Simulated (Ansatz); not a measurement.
Process, species as SMILES: CC#C → C#C[CH2-] + H+
B3LYP-D3(BJ)/def2-TZVP geometries, fixed; electronic energies without zero-point terms.

The deprotonation energy at MP2 with Ansatz (a quantum-chemistry and plane-wave program), in kcal/mol, split into its Hartree-Fock and correlation parts. Cores are frozen. The proton leaves the site shown, which need not be the most acidic. No added dispersion term, no relativity. Functions are those of the species that has most. These sets lack the diffuse functions that anions need.

| basis | X | functions | Hartree-Fock | MP2 |
|---|---|---|---|---|
| cc-pVDZ | 2 | 62 | 407.12 | 404.44 |
| cc-pVTZ | 3 | 146 | 404.16 | 398.53 |
| cc-pVQZ | 4 | 285 | 402.03 | 395.10 |

Worked estimate of the basis-set limit from each neighbouring pair, with Hartree-Fock from the larger set and the correlation part extrapolated as X^-3.
Correlation parts: X = 2: -2.68, X = 3: -5.63, X = 4: -6.93.
- (2,3): (27·(-5.63) - 8·(-2.68))/19 = -6.87; with Hartree-Fock 404.16 the estimate is 397.29 kcal/mol.
- (3,4): (64·(-6.93) - 27·(-5.63))/37 = -7.88; with Hartree-Fock 402.03 the estimate is 394.15 kcal/mol.
The last two estimates differ by 3.14 kcal/mol; the largest set lies 0.95 from the last. Over the last step Hartree-Fock moves by -2.13 and the correlation part by -1.30.
